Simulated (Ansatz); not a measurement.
# CH3 (charge +1): geometry optimisation, by script

What geometry does CH3 (charge +1) take? Aim: a geometry optimisation, for CH3 (charge +1), run from a script.

All numbers are computed with Ansatz 0.2.0, driven from Python. Level of theory: r2SCAN+D3(BJ)/def2-TZVP.

### Step 1. The structure

Bond lengths: C1–H2 1.083 Å, C1–H3 1.083 Å, C1–H4 1.083 Å. Angles: H2–C1–H3 120.0°, H2–C1–H4 120.0°, H3–C1–H4 120.0°.

No structure file is read: the coordinates are typed or built in the script.

### Step 2. The script

File ch3.py:

```python
# -*- coding: utf-8 -*-
"""Geometry optimisation of CH3(+)."""

import itertools

import ansatz
from ase.data import atomic_numbers, covalent_radii
import numpy as np
from rdkit import Chem
from rdkit.Chem import AllChem


def main():
    # start geometry from RDKit
    rd = Chem.AddHs(Chem.MolFromSmiles("[CH3+]"))
    AllChem.EmbedMolecule(rd, randomSeed=30)
    AllChem.UFFOptimizeMolecule(rd)
    geometry = ansatz.Crystal.molecule()
    for atom, xyz in zip(rd.GetAtoms(), rd.GetConformer().GetPositions()):
        geometry = geometry.atom(atom.GetSymbol(), xyz.round(5).tolist())

    calc = (
        geometry.calculation()
        .basis(gaussian="def2-TZVP")
        .functional("r2scan", dispersion="d3bj")
        .charge(1)
    )
    symbols = [site.symbol for site in geometry.cartesian_sites]
    start = np.array([site.position_ang for site in geometry.cartesian_sites], dtype=float)
    def progress(event):
        if event["event"] == "relax_step":
            row = event["data"]
            print(f"step {row['step']:3d}  E = {row['lagrangian_ev']:.6f} eV  largest force component {row['allowed_force_max_ev_ang']:.4f} eV/A")


    data = calc.relax(force_tolerance=0.02).session().plan().execute(on_event=progress).report
    end = np.array(data["positions_ang"])

    print("reference energy %16.6f eV" % data["reference_energy_ev"])
    print("total energy     %16.6f eV" % data["free_energy_ev"])
    print("occupied orbitals outside the frozen core (up, down):", data["n_occupied"], " frozen:", data["n_frozen"], " virtual:", data["n_virtual"])

    # pairs closer than 1.2 times the sum of covalent radii, before or after
    radius = [covalent_radii[atomic_numbers[s]] for s in symbols]
    span = lambda where, i, j: np.linalg.norm(where[i] - where[j])
    bonded = [(i, j) for i, j in itertools.combinations(range(len(symbols)), 2) if min(span(start, i, j), span(end, i, j)) < 1.2 * (radius[i] + radius[j])]
    print("pair        before    after (A)")
    for i, j in bonded:
        print(f"{symbols[i]}{i}-{symbols[j]}{j}".ljust(10), f"{span(start, i, j):8.4f} {span(end, i, j):8.4f}")

    charges = data["charge_distribution"]
    print("dipole moment", round(4.803205 * float(np.linalg.norm(charges["dipole_moment_e_ang"])), 3), "D")
    print("Mulliken:", [(s, round(q, 3)) for s, q in zip(symbols, charges["mulliken_charges_e"])])


if __name__ == "__main__":
    main()
```

### Step 3. The run

The run is started by

```sh
python ch3.py
```

Without the output at hand: what should come out? Wanted: total energy; moves of the relaxation; energy gained; last largest force component.

The runs gave:

```
                    quantity          value
                total energy  -1073.6687 eV
     moves of the relaxation              2
               energy gained       0.003 eV
last largest force component    0.0008 eV/Å
```

**Reading.** The relaxation took 2 moves; the largest shift is 0.008 Å. The start was already close to the minimum. The end point is the stationary point reached from this start; no frequency run checks that it is a minimum, and the basis set is modest. An ion's dipole depends on the origin; the program takes it about the centre of nuclear charge. Total less reference energy is the dispersion correction. A dispersion term here runs with damping parameters fitted for another variant or functional. The dipole of an ion depends on the origin.
